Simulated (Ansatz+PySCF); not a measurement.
The numbers below are computed, except where a source is named.
Input for Ansatz (development build ahead of 0.2.0):

```yaml
crystal:
  periodic: [false, false, false]
  atoms:
    - { symbol: C, position_ang: [0.0, 0.07784, -0.33393] }
    - { symbol: O, position_ang: [0.0, -0.53612, 0.87406] }
    - { symbol: H, position_ang: [0.80961, -0.39148, -0.92795] }
    - { symbol: H, position_ang: [0.0, 0.07809, 1.64655] }
    - { symbol: H, position_ang: [0.0, 1.16316, -0.33078] }
    - { symbol: H, position_ang: [-0.80961, -0.39148, -0.92795] }
basis:
  gaussian: { orbitals: cc-pVTZ }
total_charge: 1
magnetization:
  spin_polarized: true
  initial_magnetization: 1
hamiltonian:
  xc: hf
correlation:
  method: mp2
  frozen_orbitals: { C: 1, H: 0, O: 1 }
output:
  forces: true
```

The input is written out in the form of the current development build from the run's settings.

Results

```yaml
Converged: yes
Reference_energy: -114.73104 hartree
Correlation_energy: -0.37740 hartree
Total_energy: -115.10844 hartree
Spin_squared_of_the_determinant: 0.766
Stability_test: minimum
Occupied_orbitals_by_symmetry_in_an_Abelian_subgroup_alpha;_beta: 7 A' 2 A''; 7 A' 1 A''
```

Forces (eV/Å):
| atom | Fx | Fy | Fz |
| --- | --- | --- | --- |
| C1 | 0.000 | 0.382 | 0.630 |
| O2 | 0.000 | 0.160 | -0.456 |
| H3 | 0.337 | -0.181 | -0.036 |
| H4 | 0.000 | -0.018 | -0.158 |
| H5 | 0.000 | -0.163 | 0.055 |
| H6 | -0.337 | -0.181 | -0.036 |
